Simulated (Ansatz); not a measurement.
**NaS+ (triplet): from Hartree-Fock to the top rungs at distance S1–Na2 = 2.321 Å, cc-pVDZ**

How much of the correlation energy of NaS+ (triplet) does each wave-function method recover here?

Method: cc-pVDZ, core rule «outside noble gas», up to 10 orbitals frozen; program: Ansatz 0.2.0, Gaussian basis.

To be run: UHF; CCSD(T) on ROHF; CCSD(T) on UHF; BCCD(T) on ROHF; CISD; CCSDT(Q) on ROHF; CCSDT(Q) on UHF; CASSCF and MRCISD+Q, 4 electrons in 4 orbitals; CASSCF and NEVPT2, 4 electrons in 4 orbitals; Full CI.

61 further runs of the same task are left out: 46 for a known fault of the program, 12 that didn't finish, 3 set aside as unsound or not needed.

### Step 1. The system

The geometry derives from a PBE0/def2-TZVP stationary point (not a proven minimum). One bond is set to the value named and the two fragments are kept rigid.

2 atoms, charge 1, spin multiplicity 3.

Atoms are counted from 1 here; the program's logs count them from 0.

Bond lengths: S1–Na2 2.321 Å.

### Step 2. UHF

Input file in.yaml:

```yaml
crystal:
  periodic: [false, false, false]
  atoms:
    - {symbol: S, position_ang: [0.000000, 0.000000, 0.000000]}
    - {symbol: Na, position_ang: [0.000000, 0.000000, 2.321000]}
basis:
  gaussian: {orbitals: cc-pVDZ}
total_charge: 1
magnetization: {spin_polarized: true, initial_magnetization: 2}
hamiltonian: {xc: hf}
output: {orbitals: {seedname: orbitals}}
```

Run with:

```console
$ ansatz run in.yaml --threads 1 --pin off --events-out ev --progress --plain --max-ram 2393MiB
```

After this run come: CCSD(T) on ROHF; CCSD(T) on UHF; BCCD(T) on ROHF; CISD; CCSDT(Q) on ROHF; CCSDT(Q) on UHF; CASSCF and MRCISD+Q, 4 electrons in 4 orbitals; CASSCF and NEVPT2, 4 electrons in 4 orbitals; Full CI.

Q: Predict the results of all the runs planned. Wanted: FCI below the RHF energy; RMP2 from FCI; UMP2 from FCI; RCCSD from FCI; RCCSD(T) from FCI; UCCSD(T) from FCI; RCCSDT(Q) from FCI; UCCSDT(Q) from FCI; NEVPT2 pair from FCI.

The runs gave:

```
                         quantity                                                                             value
         FCI below the RHF energy                                                                        -2.9882 eV
                    RMP2 from FCI                                                                        +543.0 meV
                    UMP2 from FCI                                                                        +564.8 meV
                   RCCSD from FCI                                                                         +51.4 meV
                RCCSD(T) from FCI                                                                         +12.4 meV
                UCCSD(T) from FCI                                                                         +11.5 meV
               RCCSDT(Q) from FCI                                                                          +0.2 meV
               UCCSDT(Q) from FCI                                                                          -0.1 meV
             NEVPT2 pair from FCI                                                                        +469.8 meV
           MRCISD+Q pair from FCI                                                                         -19.9 meV
levels within 1 kcal/mol (43 meV)  RCCSD(T), UCCSD(T), BCCD(T), RCCSDT, UCCSDT, RCCSDT(Q), UCCSDT(Q), MRCISD+Q pair
                    T1 diagnostic                                                                             0.014
   effectively unpaired electrons                                                                              2.02
```

What this shows: RCCSD(T) lands +12.4 meV from the yardstick (0.4 % of the correlation energy). MRCISD+Q pair falls below full CI: the +Q correction isn't variational, and the cores differ from full CI's. One determinant dominates. Of the multireference levels listed MRCISD+Q pair comes nearest in total energy (-19.9 meV), which doesn't show that its space is the better one. These misses are within one basis, not against nature; the frozen cores of restricted and unrestricted runs differ, which can shift their rows.
